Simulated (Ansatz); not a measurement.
Results of PBEsol (Ansatz, a first-principles code, plane waves, PAW) for hcp Ru.

Run with plane-wave cutoff 520 eV, 24×24×14 k mesh (along the axes of the cell as run), Fermi–Dirac smearing 0.05 eV, no spin polarisation, scalar-relativistic PAW data made under PBE.

Shape and atoms are relaxed at each volume.

Pressure at four volumes; x = ln(V/13.321 Å³). One pressure is withheld.

| V (Å³/atom) | x | P (GPa) |
|---|---|---|
| 12.788 | -0.0408 | ? |
| 13.054 | -0.0202 | 7.34 |
| 13.321 | 0.0000 | -0.01 |
| 13.854 | 0.0392 | -12.36 |

Q: Pass a parabola P(x) through the three rows shown, estimate the bulk modulus and its pressure derivative near zero pressure, and predict the withheld pressure.

A: Slopes between the rows: (-0.01 − (7.34))/(0.0000 − (-0.0202)) = -363.86 and (-12.36 − (-0.01))/(0.0392 − (0.0000)) = -315.05 GPa. Their difference over the span 0.0594 is c = 48.81/0.0594 = 821.7 GPa, so P(x) = 7.34 + (-363.86)(x − (-0.0202)) + 821.7 (x − (-0.0202))(x − (0.0000)). At the middle row B = −dP/dx = −[-363.86 + 821.7 × 0.0202] = 347.3 GPa, and B′ = dB/dP = 2c/B = 4.7. At x = -0.0408 the parabola gives 15.53 GPa; the run gives 15.58 GPa. The Birch–Murnaghan fit to the energies at all volumes has B0 = 346 GPa and B′ = 4.8.

Measured, for comparison: bulk modulus 318 GPa (zero-point energy and finite temperature contributions removed, sources range from 318 to 336; as tabulated in doi:10.1021/acs.jctc.3c00612). Computed less measured: bulk modulus +9 % (+3.0 % to +9 % over the range).
